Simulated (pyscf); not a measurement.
PySCF, gas phase, ωB97X-D3(BJ)/def2-SVP geometries.

Question: H₂N–Si(Cl)(Cl)–Cl (SMILES N[Si](Cl)(Cl)Cl) + H• (SMILES [H]) → Cl–Si•(Cl)–Cl (SMILES Cl[Si](Cl)Cl) + NH₃ (SMILES N)
Surface: doublet. Broken: N–Si. Formed: H–N. Give ΔE‡ and ΔE from ωB97M-D3(BJ)/def2-TZVP, relative to the separated reactants.

Answer: ΔE‡ = 19.5 kcal/mol, ΔE = +0.3 kcal/mol. Zero-point energy shifts the barrier by +2.7 kcal/mol. It is a substitution at N, with an imaginary mode of 1757i cm⁻¹. On the product side the descent ends in a bound adduct, 10.6 kcal/mol under the separated species and 31.8 kcal/mol under the saddle at ωB97X-D3(BJ)/def2-TZVP. At ωB97X-D3(BJ) the barrier from the zero used here is 21.9 kcal/mol. Abstraction by the radical was not located in this set and often lies lower. One saddle was located; it need not be the lowest between these sides. The angle at the attacked N is 132°.
